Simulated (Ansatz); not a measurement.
C₃H₃NO₂, SMILES N#CCOC=O, harmonic frequencies at the relaxed geometry

Run with Ansatz's Python interface.

The script, `c3h3no2.py`:
```python
'''Vibrations and zero-point energy of C3H3NO2.'''

import itertools

import ansatz
from ase.data import atomic_numbers, covalent_radii
import numpy as np


def main() -> None:
    geometry_ang = [
        ('N', (-2.7502, 1.0298, -0.9624)),
        ('C', (-1.81, 0.4849, -0.5526)),
        ('C', (-0.6273, -0.2155, -0.0308)),
        ('O', (0.5325, 0.6203, -0.1571)),
        ('C', (1.6617, 0.0359, 0.3058)),
        ('O', (1.7438, -1.0807, 0.7894)),
        ('H', (-0.7865, -0.4613, 1.0257)),
        ('H', (-0.4732, -1.1413, -0.5975)),
        ('H', (2.5091, 0.7278, 0.1795)),
    ]
    mol = ansatz.Crystal.molecule()
    for symbol, xyz in geometry_ang:
        mol = mol.atom(symbol, xyz)

    base = mol.calculation().basis(gaussian='6-31G*').functional('hf')
    symbols = [site.symbol for site in mol.cartesian_sites]
    start = np.array([site.position_ang for site in mol.cartesian_sites], dtype=float)
    def progress(event):
        if event['event'] == 'relax_step':
            row = event['data']
            print(f'step {row["step"]:3d}  E = {row["lagrangian_ev"]:.6f} eV  largest force component {row["allowed_force_max_ev_ang"]:.4f} eV/A')


    data = base.relax(force_tolerance=0.003).session().plan().execute(on_event=progress).report
    end = np.array(data['positions_ang'])

    # pairs closer than 1.2 times the sum of covalent radii, before or after
    radius = [covalent_radii[atomic_numbers[s]] for s in symbols]
    span = lambda where, i, j: np.linalg.norm(where[i] - where[j])
    bonded = [(i, j) for i, j in itertools.combinations(range(len(symbols)), 2) if min(span(start, i, j), span(end, i, j)) < 1.2 * (radius[i] + radius[j])]
    print('pair        before    after (A)')
    for i, j in bonded:
        print(f'{symbols[i]}{i}-{symbols[j]}{j}'.ljust(10), f'{span(start, i, j):8.4f} {span(end, i, j):8.4f}')

    # same settings at the minimum
    minimum = ansatz.Crystal.molecule()
    for symbol, place in zip(symbols, end):
        minimum = minimum.atom(symbol, place.tolist())
    vibrating = minimum.calculation()
    vibrating = vibrating.basis(gaussian='6-31G*')
    vibrating = vibrating.functional('hf').phonons(temperatures=(200, 600, 100))
    vib = vibrating.run(threads=1, pin='off').report['vibrations']
    sums = vib['harmonic_sums']
    modes = [m['omega_inv_cm'] for m in sums['modes_at_gamma'] if m['rigid_motion'] == 'no']
    print('frequencies (1/cm):', ' '.join(f'{w:.0f}' for w in modes))
    print('imaginary modes:', sum(w < 0 for w in modes), ' zero-point energy:', round(sums['zero_point_energy_ev'], 4), 'eV')
    print('T (K)   F_vib (eV)   S_vib (meV/K)   C_vib (meV/K)')
    for row in zip(sums['temperatures_k'], sums['vibrational_free_energy_ev'], vib['entropy_ev_per_k'], vib['heat_capacity_ev_per_k']):
        print(f'{row[0]:6.1f} {row[1]:11.4f} {1000 * row[2]:13.4f} {1000 * row[3]:15.4f}')


if __name__ == '__main__':
    main()
```

Output of `python c3h3no2.py`:
```text
step   1  E = -8694.195968 eV  largest force component 3.5589 eV/A
step   2  E = -8694.392664 eV  largest force component 0.7802 eV/A
step   3  E = -8694.401048 eV  largest force component 0.1940 eV/A
step   4  E = -8694.401372 eV  largest force component 0.1733 eV/A
step   5  E = -8694.401978 eV  largest force component 0.1203 eV/A
step   6  E = -8694.402229 eV  largest force component 0.0199 eV/A
step   7  E = -8694.402252 eV  largest force component 0.0149 eV/A
step   8  E = -8694.402258 eV  largest force component 0.0273 eV/A
step   9  E = -8694.402290 eV  largest force component 0.0054 eV/A
step  10  E = -8694.402290 eV  largest force component 0.0010 eV/A
pair        before    after (A)
N0-C1        1.1614   1.1334
C1-C2        1.4702   1.4717
C2-O3        1.4351   1.4104
C2-H6        1.0963   1.0801
C2-H7        1.0964   1.0801
O3-C4        1.3531   1.3256
C4-O5        1.2196   1.1808
C4-H8        1.1013   1.0827
frequencies (1/cm): 58 179 297 344 412 585 844 1057 1105 1132 1179 1365 1395 1539 1553 1644 2016 2636 3281 3331 3335
imaginary modes: 0  zero-point energy: 1.8157 eV
T (K)   F_vib (eV)   S_vib (meV/K)   C_vib (meV/K)
 200.0      1.7867        0.3224          0.3555
 300.0      1.7457        0.4955          0.5091
 400.0      1.6877        0.6634          0.6647
 500.0      1.6132        0.8276          0.8095
 600.0      1.5224        0.9866          0.9359
```

Notes:
- Total energies depend on the basis set; only differences at equal settings carry meaning.
- The frequencies are harmonic and unscaled, in a modest basis.
- The result belongs to the one conformer reached from this start, and soft torsions count as harmonic oscillators.
- Run time: 110 s on 1 thread of Arm Neoverse V1 (shared host), peak memory 0.26 GiB.
